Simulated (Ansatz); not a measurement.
Geometry optimisation, UKS B3LYP-D4/6-31G* (Ansatz 0.2.0).

Input:

```yaml
crystal:
  periodic: [false, false, false]
  atoms:
    - { symbol: B, position_ang: [0.056246, -0.416109, -0.51959] }
    - { symbol: H, position_ang: [0.098448, -0.047981, 1.842915] }
    - { symbol: H, position_ang: [0.955953, 0.356543, -0.709906] }
    - { symbol: O, position_ang: [-1.206821, -0.055914, -0.807733] }
    - { symbol: H, position_ang: [-1.856096, -0.750397, -0.620869] }
    - { symbol: Si, position_ang: [0.028067, 0.006212, 3.310472] }
    - { symbol: H, position_ang: [-0.799172, -1.128888, 3.79687] }
    - { symbol: H, position_ang: [1.39671, -0.096873, 3.877638] }
    - { symbol: H, position_ang: [-0.594735, 1.286708, 3.735901] }
magnetization:
  spin_polarized: true
  initial_magnetization: 1
basis:
  gaussian: { orbitals: "6-31G*" }
hamiltonian:
  xc: b3lyp
  dispersion: d4
relax:
  f_tol: 0.03
  max_steps: 50
output:
  orbitals: {}
```

Launched with:

```bash
$ ansatz run input.yaml --threads 1 --pin off --max-ram 2048MiB --backend cpu --events-out ev --progress --plain --runs-dir out
```

**Question.** Where does it end, and by what steps?

**Answer.** It converged. After 29 steps the energy has fallen by 0.078 eV; H2 moved furthest, 1.25 Å.

```csv
step,energy less start (eV),largest force component (eV/Å),accepted
0,0.0000,0.303,yes
2,-0.0064,0.079,yes
4,-0.0068,0.078,no
6,-0.0077,0.065,yes
8,-0.0093,0.082,yes
10,-0.0176,0.147,yes
12,-0.0284,0.293,yes
14,-0.0539,0.076,yes
16,-0.0542,0.768,no
18,-0.0645,0.269,yes
20,-0.0699,0.209,yes
22,-0.0746,0.097,yes
24,-0.0744,0.113,no
26,-0.0764,0.036,yes
28,-0.0771,0.147,yes
29,-0.0778,0.006,yes
```

```xyz
9
Properties=species:S:1:pos:R:3
B -0.324 -0.137 -1.018
H 1.231 -0.397 2.236
H 0.655 0.549 -1.136
O -0.993 -0.150 0.148
H -1.764 -0.739 0.157
Si 0.100 -0.071 3.138
H -0.983 -1.079 2.985
H 0.581 -0.111 4.547
H -0.424 1.287 2.849
```

Whether the end is a true minimum wasn't checked by a vibrational analysis.

Time of the run: 79 s on 1 thread of Arm Neoverse V2 (shared host), peak memory 0.15 GiB.
